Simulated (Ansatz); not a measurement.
AlFH2N (`[NH2][Al][F]`) radical. The species carries charge 0 and has multiplicity 2. All single points use the PBE0-D4/def2-TZVP geometry. It is one conformer, not always the lowest.

```xyz
5

N    -0.399   -0.464   -0.332
Al    0.369    0.261    1.082
F     1.320    1.596    0.833
H    -0.996   -1.274   -0.310
H    -0.294   -0.119   -1.274
```

(1) What is the dipole moment at B3LYP/def2-TZVPP? (Estimate.)

(2) And with PBE, r2SCAN, ωB97M-V? (Estimate.)

(3) Give the Mulliken charges with B3LYP, PBE, ωB97M-V in def2-TZVPP. (Best estimate.)

## Answers

(1) The calculation gave: 2.24 D, with components (-1.35, -1.74, -0.36) D in this frame, pointing from negative to positive charge.

(2) Ansatz gave: PBE 2.20 D, r2SCAN 2.21 D, ωB97M-V 2.23 D.

(3) Computed: 
```tsv
atom	B3LYP	PBE	ωB97M-V
N1	-0.39	-0.38	-0.35
Al2	0.48	0.40	0.47
F3	-0.36	-0.31	-0.34
H4	0.13	0.15	0.11
H5	0.13	0.14	0.11
```

B3LYP here is the variant with VWN-RPA as its local correlation; programs differ in this.
